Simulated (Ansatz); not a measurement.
Wavefunction ladder for `COCC(=N)Cl`

```xyz
12

C     1.148   -0.804    1.235
O     0.032   -0.665    0.393
C     0.024    0.549   -0.291
C    -1.198    0.606   -1.159
N    -2.093   -0.250   -1.292
Cl   -1.279    2.102   -2.051
H     1.067   -1.775    1.722
H     1.171   -0.019    2.001
H     2.085   -0.766    0.665
H     0.914    0.665   -0.927
H     0.007    1.406    0.399
H    -1.876   -1.050   -0.695
```

Total charge 0; spin multiplicity 1. The structure was optimised at the PBE0-D4/def2-TZVP level. It is one conformer, not always the lowest. Frozen core, restricted reference, the Gaussian-basis code of Ansatz. CBS rows extrapolate triple and quadruple zeta; past MP2 they add the triple-zeta difference.

| basis | HF (Eh) | MP2 corr. | CCSD corr. | (T) | CCSD(T) total |
| --- | --- | --- | --- | --- | --- |
| def2-SVP | -705.54202 | -0.89052 | -0.94410 | -0.02894 | -706.51506 |
| def2-TZVPP | -705.98870 | -1.12702 | -1.17062 | -0.05092 | -707.21024 |
| def2-QZVPP | -706.01282 | -1.21173 | – | – | – |
| CBS(def2) | -706.01614 | -1.27448 | -1.31808 | as TZ | -707.38514 |
